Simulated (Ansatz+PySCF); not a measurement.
singlet BH4(-): levels of theory in one basis

```json
{"atom": "B", "x (Å)": "0.0000", "y (Å)": "0.0000", "z (Å)": "0.0000"}
{"atom": "H", "x (Å)": "0.6651", "y (Å)": "0.6651", "z (Å)": "0.6651"}
{"atom": "H", "x (Å)": "0.6651", "y (Å)": "-0.6651", "z (Å)": "-0.6651"}
{"atom": "H", "x (Å)": "-0.6651", "y (Å)": "0.6651", "z (Å)": "-0.6651"}
{"atom": "H", "x (Å)": "-0.6651", "y (Å)": "-0.6651", "z (Å)": "0.6651"}
```

Basis set: def2-SVP (spherical functions). Left uncorrelated: 1 orbital. Charge -1, multiplicity 1.

Computed with Ansatz (development build ahead of 0.2.0); each method stands on the lowest determinant of its kind that the runs found. NEVPT2 correlates all electrons. Active spaces start from the frontier orbitals, and the lowest solution found is given.

| method | E − E(RHF) (eV) | <S²> of the determinant |
| --- | --- | --- |
| RHF | 0.00 | 0.00 |
| RHF-MP2 | -3.67 | – |
| RHF-CCSD(T) | -4.46 | – |
| CASSCF(8,8) | -1.46 | – |
| SC-NEVPT2(8,8) | -3.65 | – |

**Question.** What does RHF-CCSD give on the same scale?

**Answer.** -4.38 eV.

**Question.** Is a single determinant a sound starting point here?

**Answer.** By this sign, yes. Unrestricted orbitals gain 0.00 eV and <S²> is 0.00 against 0.00 for a pure state. The CASSCF(8,8) natural occupations are 1.99, 1.98, 1.98, 1.98, 0.02, 0.02, 0.02, 0.02.

Caution: no diffuse functions for an anion.
